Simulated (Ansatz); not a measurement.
The first iterations of a band of BClH₆Si (9 atoms, charge 0, multiplicity 1).

Method: RKS PBE-D4/def2-SVP (Ansatz 0.2.0).

| Quantity | Value |
| --- | --- |
| movable images | 9 |
| climbing image | yes |
| spring | 5.0 eV/Å² |
| optimiser | quadratic models (default) |
| start path | through a guess of the saddle point |
| force threshold | 0.05 eV/Å |
| iteration limit | 60 |
| end points | relaxed |

First end point:

```xyz
9
Properties=species:S:1:pos:R:3
B 0.128 0.067 0.308
H -0.442 -0.768 0.989
Cl 1.497 -0.458 -0.768
H -0.717 0.795 -0.229
Si 0.445 2.208 0.809
H 1.568 2.643 1.717
H 0.758 2.680 -0.573
H -0.859 2.696 1.358
H 0.629 0.660 1.383
```

Last end point:

```xyz
9
Properties=species:S:1:pos:R:3
B 0.290 0.635 -0.456
H -0.514 -0.702 2.029
Cl 1.709 -0.246 -0.997
H -0.785 0.149 -0.750
Si 0.513 2.396 0.521
H 1.723 2.387 1.420
H 0.720 3.479 -0.512
H -0.700 2.766 1.334
H 0.050 -0.341 2.407
```

| iteration | highest image above the first end (eV) | largest band force component (eV/Å) |
| --- | --- | --- |
| 1 | 3.722 | 3.642 |
| 2 | 1.942 | 2.470 |
| 3 | 1.009 | 1.439 |
| 4 | 0.698 | 0.834 |
| 5 | 0.622 | 0.471 |

Question: Does the band converge within its limit, and where does its top end?

Answer: The run converged. It ended after 15 iterations with the highest image 0.576 eV above the first end. A vibrational analysis at the climbing image gives one clearly imaginary mode, 365i cm⁻¹: a first-order saddle point. The orbitals stay closed-shell, which can raise the energy where a bond breaks towards radicals; this wasn't checked here.

Run time: 5 min on 1 thread of Arm Neoverse V1, on a shared host, peak memory 0.14 GiB.
